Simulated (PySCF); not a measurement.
Compound: C3H4FP.
SMILES with atom numbers: `[H]/[P:5]=[C:3](\[CH:2]=[CH2:1])[F:4]` (hydrogens: H6, H7 on C1; H8 on C2; H9 on P5)

Computed by this run: PBE0-D3(BJ)/def2-SVP geometry optimisation, gas phase in PySCF; density fitting, grid level 1; the optimiser is geomeTRIC in internal coordinates, started from a GFN2-xTB structure.

Geometry at step 0:
```
atom  x, y, z in Å
C1     -1.5560   -0.1524    0.0458
C2     -0.2733   -0.2114   -0.3153
C3      0.8003    0.3573    0.4501
F4      0.4262    0.9780    1.5921
P5      2.4593    0.3522    0.1144
H6     -1.8620    0.3373    0.9549
H7     -2.3318   -0.5914   -0.5560
H8      0.0279   -0.7049   -1.2294
H9      2.3229   -0.3586   -1.0818
```

Q: Give the atomic forces at this geometry.

A: 
| atom | Fx (eV/Å) | Fy (eV/Å) | Fz (eV/Å) |
| --- | --- | --- | --- |
| C1 | 0.010 | 0.029 | 0.054 |
| C2 | 0.028 | 0.050 | 0.074 |
| C3 | 0.211 | 0.428 | 0.699 |
| F4 | -0.022 | -0.341 | -0.589 |
| P5 | 0.339 | 0.396 | 0.614 |
| H6 | -0.098 | 0.284 | 0.510 |
| H7 | -0.398 | -0.279 | -0.399 |
| H8 | 0.066 | -0.205 | -0.364 |
| H9 | -0.136 | -0.363 | -0.600 |

The largest, 0.85 eV/Å, acts on C3; the rms over all components is 0.348 eV/Å. The forces sum to zero within rounding, as they must for an isolated molecule in no field.

Q: Give the force on C3 in Eh/bohr and in nN.

A: 0.846 eV/Å ÷ 51.422 = 0.01645 Eh/bohr, and 0.846 eV/Å × 1.602 = 1.36 nN.

Q: How far is this geometry from the end of the optimisation?

A: 0.040 eV above it, and 0.021 Å rms away after alignment. The bonds farthest from their final lengths, with half the difference of the two atoms' forces along the bond (positive lengthens):

```
 bond  now (Å)  final (Å)  force along bond (eV/Å)
P5–H9    1.398      1.430                    +0.74
C3–F4    1.353      1.336                    -0.69
C1–H7    1.076      1.092                    +0.34
C1–H6    1.077      1.092                    +0.27
C2–C3    1.436      1.450                    +0.31
C2–H8    1.082      1.093                    +0.25
```

The angle farthest from its final value is C2–C3–F4, 115.2° against 113.5°.

Of the 6 listed bonds off by 0.010 Å or more, this force points towards the final length in 6.

The cost below is that of the whole optimisation. The run took 16 s on one thread, Arm Neoverse V1 (aarch64), shared host, and the process peaked at 0.51 GiB of memory.
